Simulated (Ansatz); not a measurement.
## How far each method lies from RCCSDT(Q) for PF₃, singlet

Geometry: MP2(full)/6-31G*, from the G2/97 set.

```xyz
4

P     0.0000    0.0000    0.5107
F     0.0000    1.3839   -0.2776
F     1.1985   -0.6919   -0.2776
F    -1.1985   -0.6919   -0.2776
```

Basis 6-31G* (Cartesian d functions); Ansatz 0.2.0. Correlated methods freeze the noble-gas cores, which leaves 26 electrons in 56 orbitals. Prefix R: restricted or restricted open-shell reference. Active spaces: valence = (20e, 13o, short of the full valence) chosen from the atoms' valence shells.

Full CI isn't at hand for all of this; RCCSDT(Q) serves as the reference, and is uncertain by about the last step of the cluster series.

The UHF ⟨S²⟩ is 0.000. The T1 diagnostic (RCCSD) is 0.0145 and the largest doubles amplitude (RCCSD) is 0.064.

Problem. From what is known of these methods and the diagnostics, rank them by the size of their error in total energy against RCCSDT(Q) in 6-31G*, smallest first (an estimate: the text doesn't fix the numbers).
A. CISD
B. CASSCF (valence space)
C. MRCISD+Q (valence space)
D. MRCISD+Q(relaxed) (valence space)
E. RMP2

Solution. D (29.8 kJ/mol), C (37.9 kJ/mol), E (65.8 kJ/mol), A (237.6 kJ/mol), B (1504.9 kJ/mol).

All errors are against RCCSDT(Q) in 6-31G*. Within each family the higher level lies nearer, as is usual though not guaranteed.

Natural occupations of CASSCF (valence space) about the gap: 1.996 1.995 1.985 1.982 1.982 0.027 0.022 0.022; effectively unpaired electrons, Σ n²(2−n)², 0.01.

Atomization energy (electronic, same basis, no zero-point term; atoms at the same level, unrestricted beside the R rows where the molecule is a closed shell, with restricted open-shell steps beyond CCSDT(Q)) at RCCSDT(Q): 1353.3 kJ/mol. Errors of other levels:

```tsv
level	error (kJ/mol)
RHF	-454.9
RMP2	72.3
CISD	-200.7
RCCSD	-26.4
RCCSD(T)	-3.3
BCCD(T)	-1.8
RCCSDT	-3.2
```

This basis is far from its limit, so the value isn't to be set against a measured one. Truncated CI isn't size-consistent, which counts against it in atomization.
